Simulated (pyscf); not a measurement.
PySCF, gas phase, ωB97X-D3(BJ)/def2-SVP geometries.

Task: Estimate the classical barrier height and the reaction energy of HO–PH–OH (SMILES OPO) + GaH₃ (SMILES [GaH3]) -> HO–GaH₂ (SMILES [OH][GaH2]) + HO–PH₂ (SMILES OP) at ωB97M-D3(BJ)/def2-TZVP. The step runs on the singlet surface, breaks O–P, Ga–H and forms Ga–O, H–P; take the separated reactants as zero.

Result: ΔE‡ = 17.2 kcal/mol, ΔE = -7.1 kcal/mol. Zero-point energy shifts the barrier by +1.8 kcal/mol. It is a four-centre exchange, with an imaginary mode of 433i cm⁻¹. On the reactant side the descent ends in an adduct with a Ga–O contact (not fully relaxed), 15.0 kcal/mol under the separated species and 29.3 kcal/mol under the saddle at ωB97X-D3(BJ)/def2-TZVP. On the product side the descent ends in a complex, 5.6 kcal/mol under the separated species and 27.9 kcal/mol under the saddle at ωB97X-D3(BJ)/def2-TZVP. What is counted as formed (Ga–O) is already present as a longer contact in the reactant adduct; forming that adduct is a step of its own. At ωB97X-D3(BJ)/def2-TZVP the barrier from the zero used here is 14.3 kcal/mol. The same reactants have a lower exit, to HO–PH–O–GaH₂ + H₂ (barrier +8.6 kcal/mol at ωB97M-D3(BJ)/def2-TZVP, against +17.2 kcal/mol here). This is the saddle that the search found; another between the same sides may lie lower. Elements up to Kr have no core potential and no relativistic terms here.
